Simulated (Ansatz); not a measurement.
Ansatz (a first-principles code) input (B3LYP-D3(BJ)/def2-TZVP):

Ansatz 0.2 input:
```yaml
crystal:
  periodic: [false, false, false]
  atoms:
    - {symbol: N, position_ang: [-0.00063421, 0.00096609, 0.34015201]}
    - {symbol: C, position_ang: [-0.00079430, 1.43277720, -0.10735190]}
    - {symbol: C, position_ang: [1.24176433, -0.71596738, -0.09893236]}
    - {symbol: C, position_ang: [-1.24039234, -0.71768981, -0.10355541]}
    - {symbol: H, position_ang: [0.00121791, 1.45064790, -1.19438303]}
    - {symbol: H, position_ang: [0.89006992, 1.92223033, 0.27736210]}
    - {symbol: H, position_ang: [-0.89376383, 1.92099248, 0.27403969]}
    - {symbol: H, position_ang: [1.26194830, -0.72952092, -1.18584036]}
    - {symbol: H, position_ang: [1.21818719, -1.73118392, 0.28835021]}
    - {symbol: H, position_ang: [2.10904024, -0.18572320, 0.28562181]}
    - {symbol: H, position_ang: [-1.25650860, -0.73126855, -1.19053101]}
    - {symbol: H, position_ang: [-2.10982976, -0.18865079, 0.27776411]}
    - {symbol: H, position_ang: [-1.21684906, -1.73287366, 0.28381492]}
    - {symbol: H, position_ang: [-0.00253901, 0.00386768, 1.36177551]}
basis:
  gaussian:
    orbitals: def2-TZVP
hamiltonian:
  xc: b3lyp
  dispersion: d3bj
total_charge: 1
phonons: {temperatures: {t_min: 298.15, t_max: 298.15, t_step: 100}}
```

Output:

```
Functional definition: B3LYP
integrals: 0.09 GiB planned
1135 factors; their error is unknown
mean field: 0.89 GiB planned
mean field evaluation 1: about -4743.8899 eV, gradient 8.4e1 eV
mean field evaluation 2: about -4735.5697 eV, gradient 1.0e2 eV
mean field evaluation 4: about -4759.6967 eV, gradient 6.6e0 eV
mean field evaluation 8: about -4759.7730 eV, gradient 3.1e-2 eV
mean field evaluation 16: about -4759.7391 eV, gradient 2.8e-5 eV
mean field -4759.73914202 eV, -174.9171872020 hartree, gradient 2.8e-5 eV, S^2 0.000000; 0 other end points of the search recorded, 0 dependent functions left out
the calculation of the forces begins
reference -4759.73939061 eV, -174.9171963376 hartree; 17, 17 occupied and 167, 167 virtual orbitals, 1135 factors
these checks for a lower state are left out or cut short: stability, starts, cluster_reference, orbital_swaps, neighbouring_geometries, increment
integrals: 0.09 GiB planned
1135 factors; their error is unknown
mean field: 0.89 GiB planned
mean field -4759.73899363 eV, -174.9171817488 hartree, gradient 2.5e-6 eV, S^2 0.000000; 0 other end points of the search recorded, 0 dependent functions left out
the calculation of the forces begins
reference -4759.73924223 eV, -174.9171908848 hartree; 17, 17 occupied and 167, 167 virtual orbitals, 1135 factors
these checks for a lower state are left out or cut short: stability, starts, cluster_reference, orbital_swaps, neighbouring_geometries, increment
integrals: 0.09 GiB planned
1135 factors; their error is unknown
mean field: 0.89 GiB planned
mean field evaluation 32: about -4759.7390 eV, gradient 1.6e-6 eV
mean field -4759.73899325 eV, -174.9171817350 hartree, gradient 2.5e-6 eV, S^2 0.000000; 0 other end points of the search recorded, 0 dependent functions left out
the calculation of the forces begins
reference -4759.73924183 eV, -174.9171908702 hartree; 17, 17 occupied and 167, 167 virtual orbitals, 1135 factors
these checks for a lower state are left out or cut short: stability, starts, cluster_reference, orbital_swaps, neighbouring_geometries, increment
integrals: 0.09 GiB planned
1135 factors; their error is unknown
mean field: 0.88 GiB planned
mean field -4759.73895137 eV, -174.9171801960 hartree, gradient 2.5e-6 eV, S^2 0.000000; 0 other end points of the search recorded, 0 dependent functions left out
the calculation of the forces begins
reference -4759.73919998 eV, -174.9171893320 hartree; 17, 17 occupied and 167, 167 virtual orbitals, 1135 factors
these checks for a lower state are left out or cut short: stability, starts, cluster_reference, orbital_swaps, neighbouring_geometries, increment
integrals: 0.09 GiB planned
1135 factors; their error is unknown
mean field: 0.88 GiB planned
mean field -4759.73896313 eV, -174.9171806282 hartree, gradient 2.5e-6 eV, S^2 0.000000; 0 other end points of the search recorded, 0 dependent functions left out
the calculation of the forces begins
reference -4759.73921171 eV, -174.9171897633 hartree; 17, 17 occupied and 167, 167 virtual orbitals, 1135 factors
these checks for a lower state are left out or cut short: stability, starts, cluster_reference, orbital_swaps, neighbouring_geometries, increment
integrals: 0.09 GiB planned
1135 factors; their error is unknown
mean field: 0.88 GiB planned
mean field -4759.73895016 eV, -174.9171801516 hartree, gradient 2.5e-6 eV, S^2 0.000000; 0 other end points of the search recorded, 0 dependent functions left out
the calculation of the forces begins
reference -4759.73919874 eV, -174.9171892867 hartree; 17, 17 occupied and 167, 167 virtual orbitals, 1135 factors
these checks for a lower state are left out or cut short: stability, starts, cluster_reference, orbital_swaps, neighbouring_geometries, increment
integrals: 0.09 GiB planned
[...]
the calculation of the forces begins
reference -4759.73933871 eV, -174.9171944302 hartree; 17, 17 occupied and 167, 167 virtual orbitals, 1135 factors
these checks for a lower state are left out or cut short: stability, starts, cluster_reference, orbital_swaps, neighbouring_geometries, increment
integrals: 0.09 GiB planned
1135 factors; their error is unknown
mean field: 0.89 GiB planned
mean field evaluation 256: about -4759.7751 eV, gradient 3.5e-4 eV
mean field -4759.73915847 eV, -174.9171878065 hartree, gradient 2.5e-6 eV, S^2 0.000000; 0 other end points of the search recorded, 0 dependent functions left out
the calculation of the forces begins
reference -4759.73940706 eV, -174.9171969421 hartree; 17, 17 occupied and 167, 167 virtual orbitals, 1135 factors
these checks for a lower state are left out or cut short: stability, starts, cluster_reference, orbital_swaps, neighbouring_geometries, increment
integrals: 0.09 GiB planned
1135 factors; their error is unknown
mean field: 0.88 GiB planned
mean field -4759.73909713 eV, -174.9171855526 hartree, gradient 2.5e-6 eV, S^2 0.000000; 0 other end points of the search recorded, 0 dependent functions left out
the calculation of the forces begins
reference -4759.73934573 eV, -174.9171946884 hartree; 17, 17 occupied and 167, 167 virtual orbitals, 1135 factors
these checks for a lower state are left out or cut short: stability, starts, cluster_reference, orbital_swaps, neighbouring_geometries, increment
integrals: 0.09 GiB planned
1135 factors; their error is unknown
mean field: 0.88 GiB planned
mean field -4759.73906695 eV, -174.9171844434 hartree, gradient 2.5e-6 eV, S^2 0.000000; 0 other end points of the search recorded, 0 dependent functions left out
the calculation of the forces begins
reference -4759.73931554 eV, -174.9171935787 hartree; 17, 17 occupied and 167, 167 virtual orbitals, 1135 factors
these checks for a lower state are left out or cut short: stability, starts, cluster_reference, orbital_swaps, neighbouring_geometries, increment
integrals: 0.09 GiB planned
1135 factors; their error is unknown
mean field: 0.88 GiB planned
mean field -4759.73903244 eV, -174.9171831751 hartree, gradient 2.5e-6 eV, S^2 0.000000; 0 other end points of the search recorded, 0 dependent functions left out
the calculation of the forces begins
reference -4759.73928101 eV, -174.9171923101 hartree; 17, 17 occupied and 167, 167 virtual orbitals, 1135 factors
these checks for a lower state are left out or cut short: stability, starts, cluster_reference, orbital_swaps, neighbouring_geometries, increment
integrals: 0.09 GiB planned
1135 factors; their error is unknown
mean field: 0.88 GiB planned
mean field evaluation 288: about -4759.7391 eV, gradient 8.5e-3 eV
mean field -4759.73910422 eV, -174.9171858131 hartree, gradient 2.5e-6 eV, S^2 0.000000; 0 other end points of the search recorded, 0 dependent functions left out
the calculation of the forces begins
reference -4759.73935283 eV, -174.9171949493 hartree; 17, 17 occupied and 167, 167 virtual orbitals, 1135 factors
these checks for a lower state are left out or cut short: stability, starts, cluster_reference, orbital_swaps, neighbouring_geometries, increment
integrals: 0.09 GiB planned
1135 factors; their error is unknown
mean field: 0.89 GiB planned
mean field -4759.73909474 eV, -174.9171854648 hartree, gradient 2.5e-6 eV, S^2 0.000000; 0 other end points of the search recorded, 0 dependent functions left out
the calculation of the forces begins
reference -4759.73934334 eV, -174.9171946007 hartree; 17, 17 occupied and 167, 167 virtual orbitals, 1135 factors
these checks for a lower state are left out or cut short: stability, starts, cluster_reference, orbital_swaps, neighbouring_geometries, increment
integrals: 0.09 GiB planned
1135 factors; their error is unknown
mean field: 0.89 GiB planned
mean field -4759.73911326 eV, -174.9171861453 hartree, gradient 2.5e-6 eV, S^2 0.000000; 0 other end points of the search recorded, 0 dependent functions left out
the calculation of the forces begins
reference -4759.73936184 eV, -174.9171952805 hartree; 17, 17 occupied and 167, 167 virtual orbitals, 1135 factors
these checks for a lower state are left out or cut short: stability, starts, cluster_reference, orbital_swaps, neighbouring_geometries, increment
integrals: 0.09 GiB planned
1135 factors; their error is unknown
mean field: 0.89 GiB planned
mean field -4759.73912020 eV, -174.9171864002 hartree, gradient 2.5e-6 eV, S^2 0.000000; 0 other end points of the search recorded, 0 dependent functions left out
the calculation of the forces begins
reference -4759.73936879 eV, -174.9171955356 hartree; 17, 17 occupied and 167, 167 virtual orbitals, 1135 factors
these checks for a lower state are left out or cut short: stability, starts, cluster_reference, orbital_swaps, neighbouring_geometries, increment
integrals: 0.09 GiB planned
1135 factors; their error is unknown
mean field: 0.89 GiB planned
mean field -4759.73911136 eV, -174.9171860755 hartree, gradient 2.5e-6 eV, S^2 0.000000; 0 other end points of the search recorded, 0 dependent functions left out
the calculation of the forces begins
reference -4759.73935996 eV, -174.9171952113 hartree; 17, 17 occupied and 167, 167 virtual orbitals, 1135 factors
these checks for a lower state are left out or cut short: stability, starts, cluster_reference, orbital_swaps, neighbouring_geometries, increment
integrals: 0.09 GiB planned
1135 factors; their error is unknown
mean field: 0.89 GiB planned
mean field evaluation 320: about -4759.7751 eV, gradient 3.8e-4 eV
mean field -4759.73912193 eV, -174.9171864640 hartree, gradient 2.5e-6 eV, S^2 0.000000; 0 other end points of the search recorded, 0 dependent functions left out
the calculation of the forces begins
reference -4759.73937053 eV, -174.9171955997 hartree; 17, 17 occupied and 167, 167 virtual orbitals, 1135 factors
these checks for a lower state are left out or cut short: stability, starts, cluster_reference, orbital_swaps, neighbouring_geometries, increment
integrals: 0.09 GiB planned
1135 factors; their error is unknown
mean field: 0.89 GiB planned
mean field -4759.73912190 eV, -174.9171864627 hartree, gradient 2.5e-6 eV, S^2 0.000000; 0 other end points of the search recorded, 0 dependent functions left out
the calculation of the forces begins
reference -4759.73937049 eV, -174.9171955982 hartree; 17, 17 occupied and 167, 167 virtual orbitals, 1135 factors
these checks for a lower state are left out or cut short: stability, starts, cluster_reference, orbital_swaps, neighbouring_geometries, increment
integrals: 0.09 GiB planned
1135 factors; their error is unknown
mean field: 0.88 GiB planned
mean field -4759.73905029 eV, -174.9171838313 hartree, gradient 2.5e-6 eV, S^2 0.000000; 0 other end points of the search recorded, 0 dependent functions left out
the calculation of the forces begins
reference -4759.73929887 eV, -174.9171929664 hartree; 17, 17 occupied and 167, 167 virtual orbitals, 1135 factors
these checks for a lower state are left out or cut short: stability, starts, cluster_reference, orbital_swaps, neighbouring_geometries, increment
integrals: 0.09 GiB planned
1135 factors; their error is unknown
mean field: 0.89 GiB planned
mean field -4759.73908657 eV, -174.9171851644 hartree, gradient 2.5e-6 eV, S^2 0.000000; 0 other end points of the search recorded, 0 dependent functions left out
the calculation of the forces begins
reference -4759.73933517 eV, -174.9171943004 hartree; 17, 17 occupied and 167, 167 virtual orbitals, 1135 factors
Total energy: -4760.16977235 eV, -174.9330125749 hartree
Atom 0 at    -0.000634     0.000966     0.340152 Å, force    -0.000019    -0.000010     0.000259 eV/Å
Atom 1 at    -0.000794     1.432777    -0.107352 Å, force     0.000073     0.000129     0.000294 eV/Å
Atom 2 at     1.241764    -0.715967    -0.098932 Å, force     0.000148     0.000001     0.000295 eV/Å
Atom 3 at    -1.240392    -0.717690    -0.103555 Å, force    -0.000158    -0.000090     0.000365 eV/Å
Atom 4 at     0.001218     1.450648    -1.194383 Å, force    -0.000039    -0.000191    -0.000395 eV/Å
Atom 5 at     0.890070     1.922230     0.277362 Å, force     0.000074    -0.000195     0.000064 eV/Å
Atom 6 at    -0.893764     1.920992     0.274040 Å, force    -0.000122    -0.000076     0.000026 eV/Å
Atom 7 at     1.261948    -0.729521    -1.185840 Å, force    -0.000183     0.000059    -0.000396 eV/Å
Atom 8 at     1.218187    -1.731184     0.288350 Å, force    -0.000127    -0.000067     0.000026 eV/Å
Atom 9 at     2.109040    -0.185723     0.285622 Å, force    -0.000133     0.000162     0.000063 eV/Å
Atom 10 at    -1.256509    -0.731269    -1.190531 Å, force     0.000299     0.000172    -0.000228 eV/Å
Atom 11 at    -2.109830    -0.188651     0.277764 Å, force     0.000035     0.000145     0.000009 eV/Å
Atom 12 at    -1.216849    -1.732874     0.283815 Å, force     0.000143    -0.000042     0.000009 eV/Å
Atom 13 at    -0.002539     0.003868     1.361776 Å, force     0.000008     0.000003    -0.000391 eV/Å
Dipole moment:    -0.000336     0.000517     0.181482 e Å
Vibrations: 185.66 255.65 255.65 394.09 394.13 454.22 797.74 964.51 964.53 1055.67 1055.75 1076.50 1250.81 1250.85 1280.48 1426.31 1426.38 1453.67 1453.73 1477.10 1492.33 1492.39 1492.72 1508.12 1508.19 1519.37 3077.12 3077.14 3081.48 3170.39 3170.39 3170.70 3173.17 3174.76 3174.78 3426.98 cm⁻¹, zero-point energy 3.693704 eV
```

It need not be the lowest isomer of its formula.
